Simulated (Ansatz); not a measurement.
CH3Al, singlet: from triple and quadruple zeta to the limit

```xyz
5

Al   -0.7408    0.0064    0.0050
C     1.2474   -0.0108   -0.0084
H     1.6463   -1.0338   -0.0061
H     1.6655    0.4997    0.8692
H     1.6535    0.4910   -0.8966
```

Connectivity, by distances: Al–CH3.

Ansatz 0.2.0, RHF determinant, valence electrons correlated. Energies in eV.

| set | X | functions | Hartree–Fock | MP2 correlation | CCSD(T) correlation | time |
| --- | --- | --- | --- | --- | --- | --- |
| def2-TZVPP | 3 | 115 | -7660.6223 | -6.5196 | -7.5539 | 1.8 s on 1 × NVIDIA H100 80GB HBM3 with 1 thread of AMD EPYC 7R13 Processor (Zen 3), on a shared host |
| def2-QZVPP | 4 | 217 | -7660.8527 | -6.9395 | -7.9022 | 2.3 s on 1 × NVIDIA H100 80GB HBM3 with 1 thread of AMD EPYC 7R13 Processor (Zen 3), on a shared host |

Hartree–Fock is taken to follow E(X) = E∞ + A·exp(−7.88·√X), correlation E(X) = E∞ + B·X^−2.97.

Cautions: restricted determinant unstable towards unrestricted.

Work out the CCSD(T) energy at the limit, and how far the shortcut misses it that extrapolates MP2 and adds CCSD(T) minus MP2 from the smaller set.

Hartree–Fock: E∞ = E4 + 0.1377·(E4 − E3) = -7660.8845. Correlation: E∞ = E4 + 0.7407·(E4 − E3) = -8.1603 for CCSD(T) and -7.2505 for MP2. The limit is -7669.0447 eV, 0.290 eV below def2-QZVPP. The shortcut gives a correlation energy of -7.2505 + (-1.0343) = -8.2848, 125 meV lower than the direct value.

Past Ne part of the Hartree–Fock step between the two sets comes from the cores, which don't follow the formula, so the 32 meV that it adds to the total can overshoot; that part largely cancels in differences.
